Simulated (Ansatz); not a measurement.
This Ansatz (a quantum-chemistry and plane-wave program) input (CCSD(T)/cc-pVTZ) gives -109.39964 Eh with 60 basis functions. A basis named .json is the Basis Set Exchange file of that set (core-valence sets with the plain set on hydrogen).

Ansatz 0.2 input:
```yaml
crystal:
  periodic: [false, false, false]
  atoms:
    - {symbol: N, position_ang: [-0.00000000, -0.00000000, -0.54544247]}
    - {symbol: N, position_ang: [0.00000000, 0.00000000, 0.54544247]}
basis:
  gaussian:
    orbitals: cc-pVTZ
magnetization: {spin_polarized: false}
correlation: {method: ccsd_t, frozen_orbitals: {N: 0}}
```

Change:
```diff
- orbitals: cc-pVTZ
+ orbitals: cc-pwCVQZ.json
```

Task: What does the run give now?

Result: -109.51971 Eh (CCSD(T)/cc-pwCVQZ, 168 functions), a change of -120.07 mEh.
